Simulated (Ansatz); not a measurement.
Geometry optimisation, RKS BHLYP-D4/def2-SVP in Ansatz 0.2.0.

Input:

```yaml
crystal:
  periodic: [false, false, false]
  atoms:
    - { symbol: Si, position_ang: [-0.6416, 0.91286, -0.43313] }
    - { symbol: Si, position_ang: [0.67399, -0.18971, 1.0163] }
    - { symbol: S, position_ang: [1.22778, -2.1974, 0.09165] }
    - { symbol: H, position_ang: [-2.02243, 0.36826, -0.33371] }
    - { symbol: H, position_ang: [-0.64214, 1.31443, -1.8685] }
    - { symbol: H, position_ang: [-0.77669, 2.24337, 0.22986] }
    - { symbol: H, position_ang: [2.04276, 0.3535, 0.76071] }
    - { symbol: H, position_ang: [0.13831, -2.8053, 0.53682] }
total_charge: -1
basis:
  gaussian: { orbitals: def2-SVP }
hamiltonian:
  xc: { name: BHLYP }
  dispersion: d4
relax:
  f_tol: 0.02
  max_steps: 50
```

Run as:

```bash
$ ansatz run input.yaml --threads 1 --pin off --max-ram 2048MiB --backend cpu --events-out ev --progress --plain --runs-dir out
```

Question: Where does it end, and by what steps?

Answer: The run converged. The force dipped under the threshold on the way, but the program's further checks kept it going. Limits of this set-up: an anion without diffuse functions, the dipole of an ion depends on the origin. After 12 steps the energy has fallen by 0.322 eV; S3 moved furthest, 0.47 Å.

| step | energy less start (eV) | largest force component (eV/Å) | accepted |
| --- | --- | --- | --- |
| 0 | 0.0000 | 1.186 | yes |
| 1 | -0.1828 | 0.585 | yes |
| 2 | -0.2238 | 0.989 | yes |
| 3 | -0.2788 | 0.518 | yes |
| 4 | -0.3161 | 0.115 | yes |
| 5 | -0.2998 | 0.282 | no |
| 6 | -0.3205 | 0.060 | yes |
| 7 | -0.3213 | 0.027 | yes |
| 8 | -0.3212 | 0.047 | no |
| 9 | -0.3217 | 0.010 | yes |
| 10 | -0.3218 | 0.057 | yes |
| 11 | -0.3219 | 0.028 | yes |
| 12 | -0.3220 | 0.008 | yes |

```xyz
8
Properties=species:S:1:pos:R:3
Si -0.691 0.967 -0.298
Si 0.707 -0.272 1.182
S 0.907 -2.073 -0.225
H -2.102 0.451 -0.331
H -0.330 1.061 -1.755
H -0.870 2.411 0.101
H 1.972 0.433 0.696
H 0.407 -2.978 0.630
```

Run time: 35 s on 1 thread of Arm Neoverse V1 (shared host), peak memory 0.15 GiB.
